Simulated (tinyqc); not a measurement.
Worked calculation: RHF in the sto-3g basis, for H2F+, spin multiplicity 1. One step of it, computed by the program tinyqc.

Task: Iteration 1: diagonalisation and new density. Diagonalise F' = X^T F X, C = X C', fill 5 alpha and 5 beta electrons from the bottom; D = 2 C_occ C_occ^T. Each column has its largest component positive (the first on a tie).

Fock matrix F (hartree):
```
             1F 1s      1F 2s     1F 2px     1F 2py     1F 2pz      2H 1s      3H 1s
1F 1s   -27.377374  -6.924388   0.000000  -0.000386  -0.004574  -0.627038  -0.567878
1F 2s    -6.924388  -3.887354   0.000000  -0.003880  -0.040818  -0.784514  -0.722777
1F 2px    0.000000   0.000000  -1.198007   0.000000   0.000000   0.000000   0.000000
1F 2py   -0.000386  -0.003880   0.000000  -1.227829  -0.002153  -0.348711   0.324960
1F 2pz   -0.004574  -0.040818   0.000000  -0.002153  -1.217337  -0.289476  -0.271296
2H 1s    -0.627038  -0.784514   0.000000  -0.348711  -0.289476  -0.619012  -0.206575
3H 1s    -0.567878  -0.722777   0.000000   0.324960  -0.271296  -0.206575  -0.588024
```

X:
```
                1          2          3         4          5          6         7
1F 1s   -0.491385   0.072408   0.627496  0.000000  -0.591827  -0.024166  0.268087
1F 2s    0.893233  -0.092770  -0.214268  0.000000  -0.293762  -0.020188  0.498076
1F 2px   0.000000   0.000000   0.000000  1.000000   0.000000   0.000000  0.000000
1F 2py   0.084763   0.733979  -0.010166  0.000000  -0.010624   0.721059  0.018378
1F 2pz   0.330244  -0.022402   0.723300  0.000000   0.601035   0.002988  0.205740
2H 1s   -0.571748  -0.609927  -0.258021  0.000000   0.222241   0.390216  0.403999
3H 1s   -0.404473   0.704855  -0.282359  0.000000   0.244610  -0.413270  0.375007
```

Give: F' = X^T F X; orbital energies; coefficients C; D after iteration 1.

Result:

F' = X^T F X (hartree):
```
        1       2       3       4        5       6       7
1  -3.254   0.480   4.713   0.000   -4.974  -0.234   2.339
2   0.480  -0.438  -0.797   0.000    0.866  -0.283  -0.459
3   4.713  -0.797  -9.394   0.000    9.495   0.432  -5.987
4   0.000   0.000   0.000  -1.198    0.000   0.000   0.000
5  -4.974   0.866   9.495   0.000  -12.464  -0.508   7.233
6  -0.234  -0.283   0.432   0.000   -0.508  -1.180   0.314
7   2.339  -0.459  -5.987   0.000    7.233   0.314  -6.015
```

orbital energies (hartree): MO1 -27.385, MO2 -2.272, MO3 -1.272, MO4 -1.242, MO5 -1.198, MO6 -0.330, MO7 -0.245

coefficients C:
```
           MO1     MO2     MO3     MO4    MO5     MO6     MO7
1F 1s    0.996  -0.258   0.005   0.024  0.000   0.070   0.009
1F 2s    0.018   1.006  -0.025  -0.117  0.000  -0.398  -0.051
1F 2px   0.000   0.000   0.000   0.000  1.000   0.000   0.000
1F 2py   0.000   0.003   0.918  -0.120  0.000   0.026  -0.457
1F 2pz   0.001   0.036   0.117   0.944  0.000  -0.358  -0.041
2H 1s   -0.002   0.044   0.177   0.104  0.000   0.645   0.819
3H 1s   -0.002   0.040  -0.139   0.138  0.000   0.768  -0.694
```

D after iteration 1:
```
         1F 1s   1F 2s  1F 2px  1F 2py  1F 2pz   2H 1s   3H 1s
1F 1s    2.116  -0.488   0.000   0.002   0.030  -0.020  -0.019
1F 2s   -0.488   2.052   0.000  -0.011  -0.153   0.055   0.055
1F 2px   0.000   0.000   2.000   0.000   0.000   0.000   0.000
1F 2py   0.002  -0.011   0.000   1.714  -0.012   0.301  -0.289
1F 2pz   0.030  -0.153   0.000  -0.012   1.813   0.242   0.232
2H 1s   -0.020   0.055   0.000   0.301   0.242   0.089  -0.017
3H 1s   -0.019   0.055   0.000  -0.289   0.232  -0.017   0.080
```
